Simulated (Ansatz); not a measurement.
# How far each method lies from UCCSDT(Q) for GeCO⁺, doublet

Geometry: that of the GeCO, singlet, kept fixed.

```
atom   x (Å)   y (Å)    z (Å)
  Ge  0.0000  0.0000   1.6654
   C  0.0000  0.0000  -0.2562
   O  0.0000  0.0000  -1.4091
```

Basis cc-pVTZ; Ansatz 0.2.0. Correlated methods freeze the noble-gas cores and the filled d shells of p-block atoms, which leaves 13 electrons in 87 orbitals. R marks a restricted (for open shells ROHF) determinant, U an unrestricted one. Active spaces: valence = (13e, 12o) chosen from the atoms' valence shells. No spin–orbit coupling is included, and no scalar relativity.

Full CI isn't at hand for all of this; UCCSDT(Q) serves as the reference, and is uncertain by about the last step of the cluster series. The frozen core follows each run's orbitals, which can shift R against U totals by a few meV for light atoms and by up to 0.1 eV past Ca.

* UHF ⟨S²⟩: 0.780
* T1 diagnostic (RCCSD): 0.0235
* largest doubles amplitude (RCCSD): 0.077
* T1 diagnostic (UCCSD): 0.0236

| level | E − E(UHF) (eV) |
| --- | --- |
| UMP2 | -11.5382 |
| UCCSD | -11.8163 |
| UCCSD(T) | -12.4264 |

(1) Estimate how far UCCSDT(Q) in cc-pVTZ lies from UCCSD(T). The table doesn't fix it; the size of (T) and the diagnostics are the guide.

(1) UCCSDT(Q) in cc-pVTZ lies 6.4 kJ/mol below UCCSD(T), which is 11 % of the (T) step (-58.9 kJ/mol). The diagnostics are small and the rest is a small part of (T), but (T) is large here. The miss exceeds 1 kcal/mol.

The other levels:

| level | E − E(UCCSDT(Q)) (kJ/mol) | wall time |
| --- | --- | --- |
| UCCSDT | 4.8 | – |

Run but not shown, since their state, orbitals or frozen core can't be matched to the reference's or they repeat it: RHF, RMP2, RCCSD, RCCSD(T), BCCD(T), RCCSDT, RCCSDT(Q), CASSCF (valence space), NEVPT2 (valence space).

Natural occupations of CASSCF (valence space) about the gap: 1.977 1.948 1.937 1.937 1.002 0.070 0.055 0.051 0.026 0.018; effectively unpaired electrons, Σ n²(2−n)², 1.09.
